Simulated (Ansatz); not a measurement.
Results of HSE06 (plane waves, PAW; Ansatz, a quantum-chemistry and plane-wave program) for rock-salt BaTe.

Run with plane-wave cutoff 460 eV, 6×6×6 k mesh, Fermi–Dirac smearing 0.01 eV, scalar-relativistic PAW data made under PBE.

Energies at three volumes about the minimum:

```
V (Å³/atom)  E − E_lowest (meV/atom)
-----------  -----------------------
43.193                          0.56
43.722                          0.00
44.815                          2.58
```

Fit a parabola by hand: where is the minimum, what lattice constant follows, and what is the bulk modulus?

Slopes: (0.00 − 0.56)/(43.722 − 43.193) = -1.059 and (2.58 − 0.00)/(44.815 − 43.722) = 2.360 meV/Å³. Curvature E″ = 2 × (2.360 − (-1.059))/(44.815 − 43.193) = 4.216 meV/Å⁶. From the middle of the first interval, the slope vanishes at V0 = 43.4575 − (-1.059)/4.216 = 43.709 Å³/atom. B = V0 E″ = 43.709 × 4.216 meV/Å³ × 0.1602 GPa per meV/Å³ = 29.5 GPa. With 8 atoms in the cube, a = (8 × 43.709)^(1/3) = 7.045 Å. The full Birch–Murnaghan fit to all volumes gives V0 = 43.696 Å³/atom and B0 = 30.2 GPa.

Measured, for comparison: lattice constant a 7.007 Å (room temperature, not corrected to a static lattice; as tabulated in Lucero et al. (2012), arXiv:1111.4515).
